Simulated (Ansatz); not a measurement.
Consider the atomization: `CC(C)(Cl)Cl` → 3 C• + 2 Cl• + 6 H•.

Program: Ansatz. Geometries: PBE0-D4/def2-TZVP. ΔE: electronic, gas phase. CCSD(T)/CBS is the MP2 limit (def2-TZVPP, def2-QZVPP) plus CCSD(T) − MP2 in def2-TZVPP, frozen cores. This one scheme is used for every species, atoms too. DFT in def2-TZVPP. Open shells (•) are unrestricted, without spin–orbit coupling. Spin–orbit coupling would lower the free atoms: a little for C, Cl.

```
           level  ΔE (eV)
          B97M-V    42.13
          revPBE    41.10
CCSD(T)/def2-SVP    40.05
   HF/def2-TZVPP    30.98
```

What does CCSD(T)/CBS give? (Best estimate.)

Ansatz gave: +41.98 eV. The listed levels differ from it by 0.15, -0.88, -1.93, -11.00 eV.

Largest T1 diagnostic among the species: 0.009.

From PBE to PBE0 (25 % exact exchange), in def2-TZVPP and without D4, ΔE moves by −0.55 eV: exact exchange takes away binding that semilocal exchange gives to molecules. Leaving LDA and LC-ωPBE aside and taking each functional with its dispersion term where it has one, the values, not all of them listed here, spread over 2.20 eV, from BHLYP-D4 to PBE-D4. LDA lies +5.52 eV from PBE without D4, its usual overbinding.

For atomizations the MP2-based limit and the directly extrapolated one differ by several kJ/mol either way, and by 10 to 25 for some Ge, Se and Sn compounds, so smaller differences from it don't rank the levels.
